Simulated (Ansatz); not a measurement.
Ideal-gas functions of ClHMgS, SMILES `[SH][Mg][Cl]` at 500 K and 1 bar, from an Ansatz frequency run at PBE0-D4/def2-TZVP.

Molar mass 92.83 g/mol, point group Cs (symmetry number 1), electronic degeneracy 1, moments of inertia 1.763, 339.785, 341.548 u Å². Harmonic wavenumbers (cm⁻¹, unscaled): 98, 108, 308, 538, 594, 2699.

Use S(trans) = R[1.5 ln M + 2.5 ln T − 1.1517]; rotational temperatures θ = 24.2544 K / I; S(rot) = R[ln(√π/σ · √(T³/θAθBθC)) + 1.5]; for each mode x = 1.438777 ν̃/T, S = R[x/(eˣ − 1) − ln(1 − e⁻ˣ)] and H = RT x/(eˣ − 1); 1 cm⁻¹ = 0.0119627 kJ/mol; R = 8.31446 J/(mol·K).

Question: By hand: the entropy, in J/(mol·K).

Answer: Translation 176.1. Rotation: θ = 13.7575, 0.0714, 0.071 K, giving 105.8. Vibration, mode by mode: 18.87, 18.06, 9.59, 5.46, 4.80, 0.03, in all 56.8. Electronic 0.0. Sum 338.7 J/(mol·K).

Question: By hand: H − E and G − E in kJ/mol, counted from the electronic energy.

Answer: Zero-point energy ½ × 4345 × 0.0119627 = 26.0; thermal vibration 13.0; translation, rotation and pV give 4 RT = 16.6. H − E = 55.6 kJ/mol, and G − E = 55.6 − 500 × 338.7/1000 = -113.8 kJ/mol.

Vibration gives 17 % of the entropy, 36.9 J/(mol·K) of it from the modes under 150 cm⁻¹: soft modes count most, and the harmonic formula is weakest for them. The sum counts one conformer and one mirror image; others add a mixing term.
